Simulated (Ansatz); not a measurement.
Two isomers of C4H7ClO: A = `C/C(O)=C/CCl`, B = `C=C(Cl)OCC`.

Calculated with Ansatz (gas phase, PBE0-D4/def2-TZVP geometries, no zero-point term in ΔE). CCSD(T)/CBS is the MP2 limit (def2-TZVPP, def2-QZVPP) plus CCSD(T) − MP2 in def2-TZVPP, frozen cores. Functionals use def2-TZVPP. B3LYP here is the variant with VWN-RPA as its local correlation; programs differ in this. Each species was taken in one conformer, which may not be the lowest.

Q: Which isomer does CCSD(T)/CBS put lower? Give the gap. (An estimate is asked.)

A: Computed: A, by 13.2 kcal/mol.

Q: Give E(B) − E(A) in kcal/mol with CCSD/def2-TZVPP, HF/def2-TZVPP, B3LYP-D4, PBE0-D4, PBE-D4, B3LYP, B2PLYP. (An estimate is asked.)

A: Ansatz gave: CCSD/def2-TZVPP 12.8, HF/def2-TZVPP 12.5, B3LYP-D4 11.9, PBE0-D4 13.2, PBE-D4 12.2, B3LYP 11.9, B2PLYP 12.2. None reverses the order clearly.

Largest T1 diagnostic: 0.011.

From PBE to PBE0 (25 % exact exchange), in def2-TZVPP and without D4, E(B) − E(A) moves by +0.9 kcal/mol.
